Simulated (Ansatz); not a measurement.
Reaction (heterolysis of the Si–Cl bond): `[SiH3]Cl` → `[SiH3+]` + Cl⁻

Computed with Ansatz on PBE0-D4/def2-TZVP structures; ΔE is electronic, products minus reactants. CCSD(T)/CBS is extrapolated from def2-TZVPP and def2-QZVPP, frozen cores. Functionals use def2-TZVPP. B3LYP here is the variant with VWN-RPA as its local correlation; programs differ in this. Anions take the def2 sets with diffuse functions and neutrals don't, so finite-basis rows favour the anion.

| level | ΔE (eV) | difference from CCSD(T)/CBS |
| --- | --- | --- |
| PBE-D4 | 9.29 | -0.04 |
| B3LYP-D4 | 9.13 | -0.20 |
| ωB97M-V | 9.19 | -0.14 |
| r2SCANh | 9.39 | 0.06 |
| LC-ωPBE | 9.34 | 0.01 |
| CCSD/def2-TZVPP | 9.15 | -0.18 |
| CCSD(T)/def2-TZVPP | 9.20 | -0.13 |
| MP2/def2-QZVPP | 9.29 | -0.04 |
| CCSD/def2-QZVPP | 9.23 | -0.10 |
| HF/cc-pV(D+d)Z | 9.18 | -0.15 |
| MP2/cc-pV(D+d)Z | 9.77 | 0.44 |
| CCSD/cc-pV(D+d)Z | 9.73 | 0.40 |
| CCSD(T)/cc-pV(D+d)Z | 9.80 | 0.47 |
| CCSD/cc-pV(T+d)Z | 9.51 | 0.18 |
| HF/cc-pV(Q+d)Z | 8.96 | -0.37 |
| MP2/cc-pV(Q+d)Z | 9.44 | 0.11 |
| CCSD(T)/CBS | 9.33 | 0 |

(1) What do rigid-rotor, harmonic-oscillator terms from PBE0-D4/def2-TZVP frequencies (298.15 K, 1 bar) make of the CCSD(T)/CBS value? (Estimate.)

Largest T1 diagnostic among the species: 0.009.

Answers

(1) Ansatz gave: ΔZPE = -0.11 eV, ΔH = +9.27 eV, ΔS = 107 J/(mol·K), ΔG = +8.94 eV.

Leaving LDA and LC-ωPBE aside and taking each functional with its dispersion term where it has one, the values, not all of them listed here, spread over 0.39 eV, from BLYP-D4 to r2SCAN0-D4. LDA lies +0.36 eV from PBE without D4. The D4 term adds +0.09 eV with B3LYP and +0.05 eV with PBE0; it sums over pairs of atoms, weighted by their polarisabilities, and B3LYP, whose exchange is more repulsive, gets the larger term. From PBE to PBE0 (25 % exact exchange), in def2-TZVPP and without D4, ΔE moves by +0.08 eV.
